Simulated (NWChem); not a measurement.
All runs are NWChem calculations. System: Cl₂, charge 1, spin multiplicity 2, at the geometry of a parent with another charge or spin, in a state set for the comparison that need not be this species' ground state. Its SCF solution wasn't tested for a lower state. Level: ROCCSD(T)/def2-TZVP, 10 core orbitals frozen.

Job file:

```
start mol
memory heap 100 mb stack 700 mb global 1900 mb
charge 1
geometry units angstroms nocenter noautoz
  Cl     0.000000     0.000000     1.012768
  Cl     0.000000     0.000000    -1.012768
  symmetry group D2h
end
basis spherical
  * library def2-tzvp
end
scf
  rohf
  nopen 1
  maxiter 100
  thresh 1e-7
  semidirect memsize 60000000 filesize 0
  # guess.movecs holds the orbitals of an unrestricted PBE0 run
  vectors input guess.movecs swap 16 17 output mol.movecs
end
tce
  freeze core 10
  ccsd(t)
  2eorb
  2emet 13
  thresh 1e-6
  maxiter 100
  tilesize 24
end
task tce energy
```

NWChem printed:

```
             Northwest Computational Chemistry Package (NWChem) 7.3.0
             --------------------------------------------------------

                                NWChem Input Module
                                -------------------

 Scaling coordinates for geometry "geometry" by  1.889725989
 (inverse scale =  0.529177249)

 Turning off AUTOSYM since
 SYMMETRY directive was detected!

                             Geometry "geometry" -> ""
                             -------------------------

 Output coordinates in angstroms (scale by  1.889725989 to convert to a.u.)

  No.       Tag          Charge          X              Y              Z
 ---- ---------------- ---------- -------------- -------------- --------------
    1 Cl                  17.0000     0.00000000     0.00000000     1.01276800
    2 Cl                  17.0000     0.00000000     0.00000000    -1.01276800

 Effective nuclear repulsion energy (a.u.)      75.5021016466

            Nuclear Dipole moment (a.u.)
            ----------------------------
        X                 Y               Z
 ---------------- ---------------- ----------------
     0.0000000000     0.0000000000     0.0000000000

      Symmetry information
      --------------------

 Group name             D2h
 Group number             26
 Group order               8
 No. of unique centers     1

      Symmetry unique atoms

     1


 Summary of "ao basis" -> "" (spherical)
 ------------------------------------------------------------------------------
       Tag                 Description            Shells   Functions and Types
 ---------------- ------------------------------  ------  ---------------------
 *                         def2-tzvp                  on all atoms

 Summary of "ao basis" -> "ao basis" (spherical)
 ------------------------------------------------------------------------------
       Tag                 Description            Shells   Functions and Types
 ---------------- ------------------------------  ------  ---------------------
 Cl                        def2-tzvp                13       37   5s5p2d1f

                                 NWChem SCF Module
                                 -----------------

  ao basis        = "ao basis"
  functions       =    74
  atoms           =     2
  closed shells   =    16
  open shells     =     1
  charge          =   1.00
  wavefunction    = ROHF
  use symmetry    = T
  symmetry adapt  = T

 Summary of "ao basis" -> "ao basis" (spherical)
 ------------------------------------------------------------------------------
       Tag                 Description            Shells   Functions and Types
 ---------------- ------------------------------  ------  ---------------------
 Cl                        def2-tzvp                13       37   5s5p2d1f

      Symmetry analysis of basis
      --------------------------

        ag         16
        au          3
        b1g         3
        b1u        16
        b2g         9
        b2u         9
        b3g         9
        b3u         9

 Forming initial guess at       0.0s

 Swapping ROHF orbitals    16   17

      Symmetry analysis of molecular orbitals - initial
      -------------------------------------------------

  Numbering of irreducible representations:

     1 ag          2 au          3 b1g         4 b1u         5 b2g
     6 b2u         7 b3g         8 b3u

  Orbital symmetries:

     1 b1u         2 ag          3 ag          4 b1u         5 ag
     6 b1u         7 b3u         8 b2g         9 b2u        10 b3g
    11 ag         12 b1u        13 ag         14 b3u        15 b2u
    16 b3g        17 b2g        18 b1u        19 ag         20 b3u
    21 b2u        22 b1g        23 ag         24 b1u        25 b3u
    26 b2u        27 b2g

 Starting SCF solution at       0.1s

 ----------------------------------------------
         Quadratically convergent ROHF

 Convergence threshold     :          1.000E-07
 Maximum no. of iterations :          100
 Final Fock-matrix accuracy:          1.000E-09
 ----------------------------------------------

              iter       energy          gnorm     gmax       time
             ----- ------------------- --------- --------- --------
                 1     -918.5443566564  1.19D+00  5.19D-01      0.5
                 2     -918.5598776214  3.64D-01  1.95D-01      0.5
                 3     -918.5615470446  1.53D-01  6.98D-02      0.5
                 4     -918.5617813429  1.03D-02  3.40D-03      0.6
                 5     -918.5617930814  3.80D-05  1.26D-05      0.6
                 6     -918.5617930816  5.77D-09  2.27D-09      0.7

       Final ROHF results
       ------------------

         Total SCF energy =   -918.561793081620
      One-electron energy =  -1408.833506351159
      Two-electron energy =    414.769611622906
 Nuclear repulsion energy =     75.502101646632

        Time for solution =      0.6s

       Symmetry analysis of molecular orbitals - final
       -----------------------------------------------

  Numbering of irreducible representations:

     1 ag          2 au          3 b1g         4 b1u         5 b2g
     6 b2u         7 b3g         8 b3u

  Orbital symmetries:

     1 b1u         2 ag          3 ag          4 b1u         5 ag
     6 b1u         7 b3u         8 b2g         9 b2u        10 b3g
    11 ag         12 b1u        13 ag         14 b2u        15 b3u
    16 b3g        17 b2g        18 b1u        19 ag         20 b3u
    21 b2u        22 b1u        23 b3u        24 b2u        25 ag
    26 b1g        27 b2g

             Final eigenvalues
             -----------------

              1
    1 -105.2527
    2 -105.2527
    3  -10.9706
    4  -10.9704
    5   -8.4360
    6   -8.4358
    7   -8.4348
    8   -8.4348
    9   -8.4335
   10   -8.4335
   11   -1.5199
   12   -1.3234
   13   -0.8983
   14   -0.8694
   15   -0.8308
   16   -0.7541
   17   -0.5911
   18   -0.2627
   19    0.1265
   20    0.1770
   21    0.1811
   22    0.1832
   23    0.2169
   24    0.2188
   25    0.2609
   26    0.2610
   27    0.2672

                       ROHF Final Molecular Orbital Analysis
                       -------------------------------------

 Vector   15  Occ=2.000000D+00  E=-8.308406D-01  Symmetry=b3u
              MO Center=  2.9D-17,  6.9D-18, -6.2D-17, r^2= 1.9D+00
   Bfn.  Coefficient  Atom+Function         Bfn.  Coefficient  Atom+Function
  ----- ------------  ---------------      ----- ------------  ---------------
    15      0.404454  1 Cl px                52      0.404454  2 Cl px
    18      0.183645  1 Cl px                55      0.183645  2 Cl px
    12      0.174145  1 Cl px                49      0.174145  2 Cl px

 Vector   16  Occ=2.000000D+00  E=-7.541300D-01  Symmetry=b3g
              MO Center= -1.8D-19,  1.0D-17,  1.8D-16, r^2= 2.2D+00
   Bfn.  Coefficient  Atom+Function         Bfn.  Coefficient  Atom+Function
  ----- ------------  ---------------      ----- ------------  ---------------
    16      0.445989  1 Cl py                53     -0.445989  2 Cl py
    19      0.229899  1 Cl py                56     -0.229899  2 Cl py
    13      0.206767  1 Cl py                50     -0.206767  2 Cl py
     7     -0.156527  1 Cl py                44      0.156527  2 Cl py

 Vector   17  Occ=1.000000D+00  E=-5.910925D-01  Symmetry=b2g
              MO Center= -7.0D-19, -5.5D-32,  1.6D-16, r^2= 2.2D+00
   Bfn.  Coefficient  Atom+Function         Bfn.  Coefficient  Atom+Function
  ----- ------------  ---------------      ----- ------------  ---------------
    15      0.453891  1 Cl px                52     -0.453891  2 Cl px
    18      0.218330  1 Cl px                55     -0.218330  2 Cl px
    12      0.206677  1 Cl px                49     -0.206677  2 Cl px
     6     -0.157416  1 Cl px                43      0.157416  2 Cl px

 Vector   18  Occ=0.000000D+00  E=-2.627029D-01  Symmetry=b1u
              MO Center= -3.3D-18, -1.2D-17, -6.8D-16, r^2= 2.8D+00
   Bfn.  Coefficient  Atom+Function         Bfn.  Coefficient  Atom+Function
  ----- ------------  ---------------      ----- ------------  ---------------
    20      0.498941  1 Cl pz                57      0.498941  2 Cl pz
    17      0.426920  1 Cl pz                54      0.426920  2 Cl pz
     5     -0.338124  1 Cl s                 42      0.338124  2 Cl s
    14      0.192214  1 Cl pz                51      0.192214  2 Cl pz
     4     -0.154756  1 Cl s                 41      0.154756  2 Cl s

 Vector   19  Occ=0.000000D+00  E= 1.265477D-01  Symmetry=ag
              MO Center= -4.5D-15, -2.3D-15,  2.5D-13, r^2= 3.7D+00
   Bfn.  Coefficient  Atom+Function         Bfn.  Coefficient  Atom+Function
  ----- ------------  ---------------      ----- ------------  ---------------
    20      0.691972  1 Cl pz                57     -0.691972  2 Cl pz
    17     -0.455262  1 Cl pz                54      0.455262  2 Cl pz
    28      0.310953  1 Cl d  0              65      0.310953  2 Cl d  0

 Vector   20  Occ=0.000000D+00  E= 1.770058D-01  Symmetry=b3u
              MO Center= -2.4D-18, -5.5D-16, -8.6D-14, r^2= 2.5D+00
   Bfn.  Coefficient  Atom+Function         Bfn.  Coefficient  Atom+Function
  ----- ------------  ---------------      ----- ------------  ---------------
    29      0.516707  1 Cl d  1              66     -0.516707  2 Cl d  1
    18     -0.219783  1 Cl px                55     -0.219783  2 Cl px
    24      0.163845  1 Cl d  1              61     -0.163845  2 Cl d  1

 center of mass
 --------------
 x =   0.00000000 y =   0.00000000 z =   0.00000000

 moments of inertia (a.u.)
 ------------------
         256.170407256312           0.000000000000           0.000000000000
           0.000000000000         256.170407256312           0.000000000000
           0.000000000000           0.000000000000           0.000000000000

  Mulliken analysis of the total density
  --------------------------------------

    Atom       Charge   Shell Charges
 -----------   ------   -------------------------------------------------------
    1 Cl  17    16.50   2.01  0.45  1.51  1.20  0.78  4.17  1.70  0.99  2.66  0.92  0.02  0.07  0.01
    2 Cl  17    16.50   2.01  0.45  1.51  1.20  0.78  4.17  1.70  0.99  2.66  0.92  0.02  0.07  0.01

 Mulliken analysis of the open-shell density
 -------------------------------------------

    Atom       Charge   Shell Charges
 -----------   ------   -------------------------------------------------------
    1 Cl  17     0.50   0.00  0.00 -0.00  0.00  0.00  0.02 -0.01  0.10  0.30  0.09  0.00  0.00  0.00
    2 Cl  17     0.50  -0.00 -0.00 -0.00  0.00  0.00  0.02 -0.01  0.10  0.30  0.09  0.00  0.00  0.00

       Multipole analysis of the density wrt the origin
       ------------------------------------------------

     L   x y z        total         open         nuclear
     -   - - -        -----         ----         -------
     0   0 0 0      1.000000     -1.000000     34.000000

     1   1 0 0     -0.000000      0.000000      0.000000
     1   0 1 0      0.000000      0.000000      0.000000
     1   0 0 1      0.000000     -0.000000      0.000000

     2   2 0 0    -15.731772     -2.107196      0.000000
     2   1 1 0     -0.000000     -0.000000      0.000000
     2   1 0 1      0.000000     -0.000000      0.000000
     2   0 2 0    -17.006354     -0.690890      0.000000
     2   0 1 1      0.000000     -0.000000      0.000000
     2   0 0 2     -9.269830     -4.909974    124.536464

                   NWChem Extensible Many-Electron Theory Module
                   ---------------------------------------------


            General Information
            -------------------
      Number of processors :     1
         Wavefunction type : Restricted open-shell Hartree-Fock
          No. of electrons :    33
           Alpha electrons :    17
            Beta electrons :    16
           No. of orbitals :   148
            Alpha orbitals :    74
             Beta orbitals :    74
        Alpha frozen cores :    10
         Beta frozen cores :    10
     Alpha frozen virtuals :     0
      Beta frozen virtuals :     0
         Spin multiplicity : doublet
    Number of AO functions :    74
       Number of AO shells :    26
        Use of symmetry is : on
      Symmetry adaption is : on
         Schwarz screening : 0.10D-09

          Correlation Information
          -----------------------
          Calculation type : Coupled-cluster singles & doubles w/ perturbation
   Perturbative correction : (T)
            Max iterations :      100
        Residual threshold : 0.10D-05
     T(0) DIIS level shift : 0.00D+00
     L(0) DIIS level shift : 0.00D+00
     T(1) DIIS level shift : 0.00D+00
     L(1) DIIS level shift : 0.00D+00
     T(R) DIIS level shift : 0.00D+00
     T(I) DIIS level shift : 0.00D+00
   CC-T/L Amplitude update :  5-th order DIIS
                I/O scheme : Global Array Library
        L-threshold :  0.10D-05
        EOM-threshold :  0.10D-05
 no EOMCCSD initial starts read in
 TCE RESTART OPTIONS
 SLICE:      F
 D4D5:       F
 quantumc:   F
 qrotation:  F
 pwtce:      F
 qducc:      F
 nacto:                         0
 nrotv:                         0
 nrot:                          0

            Memory Information
            ------------------
          Available GA space size is     249025848 doubles
          Available MA space size is     104852796 doubles

 Maximum block size supplied by input
 Maximum block size        24 doubles

 tile_dim =     12

 -------------------------------------------------

 Global array virtual files algorithm will be used

 Parallel file system coherency ......... OK

 4-electron integrals stored in orbital form

 v2    file size   =           442403
 4-index algorithm nr.  13 is used
 imaxsize =       30
 imaxsize ichop =        0


CCSD iterations
 ---------------------------------------------------------
 Iter          Residuum       Correlation     Cpu    Wall
 ---------------------------------------------------------
    1   0.1860504948426  -0.3839109220316     1.5     1.5
    2   0.0455945425503  -0.3894036750279     1.5     1.5
    3   0.0183589078672  -0.4021193842240     1.5     1.5
    4   0.0065354530876  -0.4014567417884     1.6     1.6
    5   0.0032368396362  -0.4028528003712     1.7     1.7
    6   0.0010109575573  -0.4028751798783     1.6     1.6
    7   0.0004205178049  -0.4029401447449     1.7     1.7
    8   0.0002225700591  -0.4029299436469     1.6     1.6
    9   0.0001218820056  -0.4029342914712     1.7     1.7
   10   0.0000708501333  -0.4029351519741     1.6     1.6
   11   0.0000166468452  -0.4029380250399     1.7     1.7
   12   0.0000083768369  -0.4029369984101     1.9     1.9
   13   0.0000046126700  -0.4029375217944     1.8     1.8
   14   0.0000027492548  -0.4029373154825     2.1     2.1
   15   0.0000016267214  -0.4029373752372     1.9     1.9
   16   0.0000002950042  -0.4029373101641     2.3     2.3
 -----------------------------------------------------------------
 Iterations converged
 CCSD correlation energy / hartree =        -0.402937310164126
 CCSD total energy / hartree       =      -918.964730391784428

 Singles contributions

 Doubles contributions
 CCSD(T)
 Using plain CCSD(T) code
             total no. of tasks         9844
 total no. of tasks / no. procs         9844
                         wl_min            1           1.0
                         wl_max        12672           4.8
        thresh for no. of tasks         9844

 CCSD[T]  correction energy / hartree =        -0.022127003449496
 CCSD[T] correlation energy / hartree =        -0.425064313613622
 CCSD[T] total energy / hartree       =      -918.986857395233869
 CCSD(T)  correction energy / hartree =        -0.021953136246759
 CCSD(T) correlation energy / hartree =        -0.424890446410885
 CCSD(T) total energy / hartree       =      -918.986683528031222

 Task  times  cpu:       42.6s     wall:       42.6s

 Total times  cpu:       42.6s     wall:       42.6s
```
